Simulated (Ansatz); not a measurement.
# Reading a saddle point

A first-order saddle point of BH3ClF, closed shell, PBE0-D4/def2-TZVP, with one imaginary mode of 879i cm⁻¹:

```
atom    x (Å)    y (Å)    z (Å)
  B1  -0.0862   0.2903  -0.4442
 Cl2   0.8582  -1.3710   0.2083
  H3   0.7359   1.0945  -0.7440
  H4  -0.9800  -0.0419  -1.1537
  H5   0.0476  -0.4864   1.1497
  F6  -0.5756   0.5144   0.9839
```

Program: Ansatz 0.2.0. Basis: def2-TZVPP and def2-QZVPP. Cores are frozen in the correlated methods. Extrapolation: Hartree–Fock as exp(−7.88 √X), correlation as X^−2.97.

Q: Which contacts change along the imaginary mode, and what lies on either side? (Judge from chemistry; the calculation decides.)

A: Computed: The step is BH₂Cl ([BH2][Cl]) + HF → BH₂F ([BH2][F]) + HCl, with the molecules in contact on both sides. Shortening one way: B1–F6, Cl2–H5; lengthening the same way: B1–Cl2, H5–F6.
| pair | one side (Å) | saddle (Å) | other side (Å) |
| --- | --- | --- | --- |
| B1–F6 | 2.37 | 1.53 | 1.33 |
| Cl2–H5 | 2.70 | 1.53 | 1.28 |
| B1–Cl2 | 1.76 | 2.02 | 2.97 |
| H5–F6 | 0.93 | 1.19 | 2.81 |

Q: Which side is lower, and how far does the saddle lie above each? (An estimate is asked for; the value comes from the calculation.)

A: The calculation gives: The side with B1–F6, Cl2–H5 short is lower by 10.12 kcal/mol; the saddle lies 23.30 kcal/mol above it and 13.18 kcal/mol above the other (CCSD(T) at an estimated basis limit (MP2 extrapolated from triple and quadruple zeta, plus CCSD(T) − MP2 in triple zeta); electronic energies).

T1 diagnostic: at most 0.012.

Labels in which every atom is bracketed show which atoms are joined, not bond orders.

For scale, one of the runs: CCSD(T)/def2-TZVPP, 146 basis functions, launched by `ansatz run in.yaml --threads 2 --pin off --events-out ev --progress --plain --max-ram 4352MiB`. Time: 6.5 s of wall clock on 2 CPU threads of an Arm Neoverse V2; the host was shared. Peak host memory: 0.68 GiB.
